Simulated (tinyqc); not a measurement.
Worked calculation: UHF in the sto-6g basis, for CH2, spin multiplicity 3. One step of it, computed by the program tinyqc.

Task: Iteration 1: building the Fock matrix. J_ij = sum D_kl (ij|kl) with D = D(alpha) + D(beta), K_ij = sum D_kl (ik|jl) for each spin; F = H + J - K(s); E = tr D H + tr D J / 2 - 0.5 sum_s tr D(s) K(s) + E_nn.

D(alpha) at the start, lower triangle:
```
            1C 1s      1C 2s    1C 2px     1C 2py    1C 2pz     2H 1s     3H 1s
1C 1s    1.034759
1C 2s   -0.144252   0.633252
1C 2px   0.000000   0.000000  1.000000
1C 2py   0.003101  -0.011788  0.000000   0.667328
1C 2pz   0.042136  -0.152080  0.000000  -0.004003  0.947420
2H 1s   -0.075576   0.206594  0.000000   0.186256  0.058131  0.135654
3H 1s   -0.072598   0.200556  0.000000  -0.186852  0.056356  0.026425  0.126114
```

D(beta) at the start, lower triangle:
```
            1C 1s      1C 2s    1C 2px     1C 2py    1C 2pz     2H 1s     3H 1s
1C 1s    1.021846
1C 2s   -0.099550   0.478510
1C 2px   0.000000   0.000000  0.000000
1C 2py   0.002562  -0.009924  0.000000   0.667306
1C 2pz  -0.062858   0.211374  0.000000  -0.008380  0.093751
2H 1s   -0.072203   0.194916  0.000000   0.186397  0.085560  0.134772
3H 1s   -0.069090   0.188411  0.000000  -0.186705  0.084884  0.025508  0.125160
```

core Hamiltonian H = T + V (hartree), lower triangle:
```
             1C 1s      1C 2s     1C 2px     1C 2py     1C 2pz      2H 1s      3H 1s
1C 1s   -18.689391
1C 2s    -4.293650  -5.413086
1C 2px    0.000000   0.000000  -4.377676
1C 2py   -0.000513  -0.004876   0.000000  -4.496058
1C 2pz   -0.009147  -0.097576   0.000000  -0.001852  -4.404332
2H 1s    -0.575054  -1.513536   0.000000  -1.255184  -0.609552  -2.944463
3H 1s    -0.527474  -1.423925   0.000000   1.193165  -0.579535  -0.208794  -2.886924
```

Two-electron integrals (ij|kl) in chemists' order, unique and non-zero (hartree):
```
(11|11) 3.543743    (21|11) 0.529462    (21|21) 0.100317    (22|11) 0.853596
(22|21) 0.199930    (22|22) 0.624844    (31|31) 0.021271    (32|31) 0.031868
(32|32) 0.138108    (33|11) 0.853598    (33|21) 0.199930    (33|22) 0.624843
(33|33) 0.673218    (41|41) 0.021271    (42|41) 0.031868    (42|42) 0.138108
(43|43) 0.036281    (44|11) 0.853598    (44|21) 0.199930    (44|22) 0.624843
(44|33) 0.600655    (44|44) 0.673218    (51|51) 0.021271    (52|51) 0.031868
(52|52) 0.138108    (53|53) 0.036281    (54|54) 0.036281    (55|11) 0.853598
(55|21) 0.199930    (55|22) 0.624843    (55|33) 0.600655    (55|44) 0.600655
(55|55) 0.673218    (61|11) 0.073809    (61|21) 0.013480    (61|22) 0.026489
(61|33) 0.026391    (61|41) 0.000799    (61|42) 0.001562    (61|44) 0.026632
(61|51) 0.000379    (61|52) 0.000741    (61|54) 0.000114    (61|55) 0.026445
(61|61) 0.001862    (62|11) 0.202668    (62|21) 0.048315    (62|22) 0.169624
(62|33) 0.165393    (62|41) 0.004431    (62|42) 0.031260    (62|44) 0.175754
(62|51) 0.002103    (62|52) 0.014835    (62|54) 0.004917    (62|55) 0.167726
(62|61) 0.006725    (62|62) 0.064924    (63|31) 0.004805    (63|32) 0.025590
(63|43) 0.005880    (63|53) 0.002791    (63|63) 0.007222    (64|11) 0.168128
(64|21) 0.040590    (64|22) 0.150612    (64|33) 0.143325    (64|41) 0.007927
(64|42) 0.050618    (64|44) 0.163328    (64|51) 0.001482    (64|52) 0.011877
(64|54) 0.006702    (64|55) 0.145181    (64|61) 0.005884    (64|62) 0.068177
(64|64) 0.077455    (65|11) 0.079787    (65|21) 0.019263    (65|22) 0.071475
(65|33) 0.068017    (65|41) 0.001482    (65|42) 0.011877    (65|44) 0.071928
(65|51) 0.005508    (65|52) 0.031226    (65|54) 0.007736    (65|55) 0.074479
(65|61) 0.002792    (65|62) 0.032354    (65|64) 0.033330    (65|65) 0.023039
(66|11) 0.377470    (66|21) 0.091663    (66|22) 0.366707    (66|33) 0.348799
(66|41) 0.009360    (66|42) 0.091134    (66|44) 0.392646    (66|51) 0.004442
(66|52) 0.043249    (66|54) 0.020809    (66|55) 0.358673    (66|61) 0.012898
(66|62) 0.188349    (66|64) 0.217071    (66|65) 0.103014    (66|66) 0.774999
(71|11) 0.067667    (71|21) 0.012360    (71|22) 0.024297    (71|33) 0.024207
(71|41) -0.000733   (71|42) -0.001434   (71|44) 0.024427    (71|51) 0.000348
(71|52) 0.000680    (71|54) -0.000104   (71|55) 0.024257    (71|61) 0.001648
(71|62) 0.005712    (71|64) 0.004606    (71|65) 0.002381    (71|66) 0.010801
(71|71) 0.001566    (72|11) 0.189968    (72|21) 0.045307    (72|22) 0.159558
(72|33) 0.155556    (72|41) -0.004150   (72|42) -0.029522   (72|44) 0.165355
(72|51) 0.001969    (72|52) 0.014007    (72|54) -0.004649   (72|55) 0.157762
(72|61) 0.005840    (72|62) 0.039738    (72|64) 0.031108    (72|65) 0.019300
(72|66) 0.086451    (72|71) 0.005786    (72|72) 0.058084    (73|31) 0.004450
(73|32) 0.023853    (73|43) -0.005521   (73|53) 0.002619    (73|63) 0.003943
(73|73) 0.006366    (74|11) -0.159131   (74|21) -0.038427   (74|22) -0.142972
(74|33) -0.136098   (74|41) 0.007391    (74|42) 0.047632    (74|44) -0.154958
(74|51) -0.001395   (74|52) -0.011282   (74|54) 0.006329    (74|55) -0.137858
(74|61) -0.004759   (74|62) -0.031505   (74|64) -0.021660   (74|65) -0.015058
(74|66) -0.066804   (74|71) -0.005105   (74|72) -0.061515   (74|74) 0.070275
(75|11) 0.075501    (75|21) 0.018232    (75|22) 0.067834    (75|33) 0.064573
(75|41) -0.001395   (75|42) -0.011282   (75|44) 0.068282    (75|51) 0.005112
(75|52) 0.029206    (75|54) -0.007281   (75|55) 0.070647    (75|61) 0.002455
(75|62) 0.019424    (75|64) 0.014981    (75|65) 0.013180    (75|66) 0.044202
(75|71) 0.002422    (75|72) 0.029186    (75|74) -0.030322   (75|75) 0.020753
(76|11) 0.025713    (76|21) 0.006146    (76|22) 0.022286    (76|33) 0.021762
(76|41) -4.81e-06   (76|42) -0.000049   (76|44) 0.022507    (76|51) 0.000455
(76|52) 0.003403    (76|54) -0.000011   (76|55) 0.022590    (76|61) 0.000828
(76|62) 0.007275    (76|64) 0.006744    (76|65) 0.003993    (76|66) 0.019386
(76|71) 0.000760    (76|72) 0.006924    (76|74) -0.006506   (76|75) 0.003826
(76|76) 0.001049    (77|11) 0.367910    (77|21) 0.089361    (77|22) 0.358591
(77|33) 0.341397    (77|41) -0.008936   (77|42) -0.088045   (77|44) 0.383500
(77|51) 0.004240    (77|52) 0.041774    (77|54) -0.019976   (77|55) 0.350875
(77|61) 0.011487    (77|62) 0.090064    (77|64) 0.068868    (77|65) 0.045696
(77|66) 0.207420    (77|71) 0.011523    (77|72) 0.176714    (77|74) -0.205192
(77|75) 0.097355    (77|76) 0.019386    (77|77) 0.774999
```

nuclear repulsion = 4.70793434 hartree

Give: Coulomb J; exchange K(alpha); exchange K(beta); F(alpha); F(beta); total energy of this density.

Result:

Coulomb J (hartree), lower triangle:
```
          1C 1s   1C 2s  1C 2px   1C 2py  1C 2pz   2H 1s   3H 1s
1C 1s   11.6157
1C 2s    2.1213  5.1580
1C 2px   0.0000  0.0000  5.1208
1C 2py  -0.0001  0.0013  0.0000   5.2146
1C 2pz   0.0134  0.0945  0.0000   0.0005  5.1387
2H 1s    0.2890  1.3996  0.0000   1.2453  0.6042  3.1153
3H 1s    0.2650  1.3146  0.0000  -1.1795  0.5721  0.1835  3.0405
```

exchange K(alpha) (hartree), lower triangle:
```
         1C 1s    1C 2s  1C 2px   1C 2py  1C 2pz   2H 1s   3H 1s
1C 1s   3.6241
1C 2s   0.6230   0.9673
1C 2px  0.0000   0.0000  0.8577
1C 2py  0.0002  -0.0017  0.0000   0.7964
1C 2pz  0.0029  -0.0378  0.0000  -0.0001  0.8503
2H 1s   0.0880   0.3369  0.0000   0.2791  0.1241  0.3861
3H 1s   0.0807   0.3193  0.0000  -0.2676  0.1182  0.0519  0.3592
```

exchange K(beta) (hartree), lower triangle:
```
          1C 1s    1C 2s  1C 2px   1C 2py  1C 2pz   2H 1s   3H 1s
1C 1s    3.5711
1C 2s    0.5686   0.6255
1C 2px   0.0000   0.0000  0.1339
1C 2py   0.0002  -0.0003  0.0000   0.7087
1C 2pz  -0.0030   0.2240  0.0000  -0.0028  0.2272
2H 1s    0.0794   0.2881  0.0000   0.2676  0.1342  0.3734
3H 1s    0.0728   0.2732  0.0000  -0.2566  0.1290  0.0449  0.3479
```

F(alpha) (hartree), lower triangle:
```
           1C 1s    1C 2s   1C 2px   1C 2py   1C 2pz    2H 1s    3H 1s
1C 1s   -10.6978
1C 2s    -2.7954  -1.2224
1C 2px    0.0000   0.0000  -0.1146
1C 2py   -0.0008  -0.0019   0.0000  -0.0779
1C 2pz    0.0014   0.0347   0.0000  -0.0013  -0.1159
2H 1s    -0.3741  -0.4509   0.0000  -0.2890  -0.1295  -0.2153
3H 1s    -0.3432  -0.4286   0.0000   0.2813  -0.1256  -0.0772  -0.2056
```

F(beta) (hartree), lower triangle:
```
           1C 1s    1C 2s  1C 2px   1C 2py   1C 2pz    2H 1s    3H 1s
1C 1s   -10.6448
1C 2s    -2.7410  -0.8805
1C 2px    0.0000   0.0000  0.6092
1C 2py   -0.0008  -0.0032  0.0000   0.0098
1C 2pz    0.0072  -0.2271  0.0000   0.0014   0.5072
2H 1s    -0.3655  -0.4021  0.0000  -0.2775  -0.1395  -0.2026
3H 1s    -0.3353  -0.3826  0.0000   0.2702  -0.1364  -0.0702  -0.1943
```

total energy of this density = -38.407062 hartree
